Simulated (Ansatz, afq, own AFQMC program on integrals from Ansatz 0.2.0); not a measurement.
**ZrB, sextet in def2-TZVPP, levels against CCSDT(Q)**

```yaml
atoms:
  - { symbol: Zr, position_ang: [0.0000, 0.0000, 0.0000] }
  - { symbol: B, position_ang: [0.0000, 0.0000, 2.1472] }
```

Basis def2-TZVPP with its core potentials. Noble-gas cores (and the filled d shells of Ga–Kr and In–Xe) are frozen. Ansatz 0.2.0 and our own AFQMC program on the same integrals; the CISD trial comes from CCSD amplitudes, and released means the phaseless constraint is let go. Free AFQMC starts from the CCSD state and is never constrained. Its projection time is finite, and what remains of the start isn't in its error. Error bars are statistical, one sigma. No spin–orbit coupling. The metal's outer-core s and p shells are frozen, which shifts wave-function levels against functionals.

Determinant: UHF, the one that the program's search chose, which needn't be the lowest solution. The geometry is a PBE0/def2-TZVP stationary point of this or a neighbouring charge and spin state.

No full CI on the walks' own integrals is used here; CCSDT(Q) serves as the reference and is uncertain by about the last step of the cluster series.

Cautions: no spin-orbit coupling; outer-core shells of the metal frozen; lower spins were not checked; higher spins were not checked; raised T1 diagnostic (T1 0.042, weight of the determinant 0.87, largest double 0.06); (T) is large, 7 % of the CCSD correlation; the released energies are still falling, so no released level is given (meV from the phaseless value at times in 1/Eh: -12 ± 5 at 0.24, -24 ± 3 at 0.50, -45 ± 3 at 1.00, -60 ± 3 at 1.50); the ph-AFQMC/CISD walk drifts between its halves (2.7 errors).

```
T1 diagnostic                               : 0.0421
weight of the determinant in the CISD state : 0.870
⟨S²⟩ of the determinant                     : 8.760
size of the correlated space                : 7 electrons in 82 orbitals
```

```
  level  correlation energy (eV)
    MP2                  -3.2768
   CCSD                  -3.7859
CCSD(T)                  -4.0504
```

Problem. Estimate where phaseless AFQMC with the Hartree–Fock trial lies against CCSD(T) on the same integrals.

Solution. 12.46 ± 0.78 mEh above CCSD(T).

Reference: CCSDT(Q), correlation energy -4.110 eV.

```tsv
level	E − E(reference) (mEh)	share of correlation (%)
CCSD(T)	2.19	98.55
CCSDT	0.80	99.47
ph-AFQMC/HF	14.65 ± 0.78	90.30
ph-AFQMC/CISD	3.34 ± 0.16	97.79
free AFQMC	0.17 ± 0.29	99.88
```

Free projections are given only where their last times agree within the noise and don't stop above the reference; a slow remainder of the start can still hide under it. A walk keeps the symmetry of its determinant, which the program's search chose and which needn't be the lowest solution, so a lower state of the same spin and another symmetry isn't excluded.
